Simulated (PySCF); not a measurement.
Homolysis of single bonds, series Si F-H. Isolated molecules, 0 K electronic values unless said otherwise. Strings in code marks are SMILES.

Computed with PySCF with B3LYP-D3(BJ)/def2-TZVP. B3LYP has the VWN-RPA correlation part, as in Gaussian. 

```
species                        dipole moment (D)
-----------------------------  -----------------
radical fragment (`[F]`)                    0.00
whole molecule (`F[SiH](F)F`)               1.34
whole molecule (`F[SiH3]`)                  1.31
whole molecule (`[SiH4]`)                   0.00
```
